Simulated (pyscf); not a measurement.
Single points on ωB97X-D3(BJ)/def2-SVP structures (PySCF, gas phase). Correlated levels are frozen-core, on RHF or UHF. ΔMP2 is the change of the MP2 total energy from the triple- to the quadruple-zeta basis.

SMILES: [F][GaH][F]
```xyz
4

F      1.6767    -0.6866    -0.7624
Ga     0.0421    -0.0998    -0.9176
F     -0.0542     1.6359    -0.7802
H     -1.1748    -1.0107    -1.1497
```
Charge 0, spin multiplicity 1.

Problem. List the bond dissociation enthalpies at 298 K of F–GaH–F (SMILES [F][GaH][F]) from CCSD(T)/def2-TZVPP + ΔMP2(QZVPP), from the weakest bond up.

Solution. Ga–H to [F–Ga–F]• + H•: 82.8 kcal/mol; F–Ga to F• + [F–GaH]•: 131.2 kcal/mol. Ring and multiple bonds, and those that leave no two simple radicals, are not listed. The radicals are drawn with the spin at the cut bond; how far it spreads was not checked. The CCSD(T) − MP2 part came from Ansatz, without density fitting, on the same reference. The frozen core leaves the outer d or s,p core shells of the metals and heavy elements correlated in the MP2 and CC values, and def2-TZVPP describes them poorly, which can shift differences by a few kcal/mol. Left out: the spin-orbit lowering of F. Elements up to Kr have no core potential and no relativistic terms here.
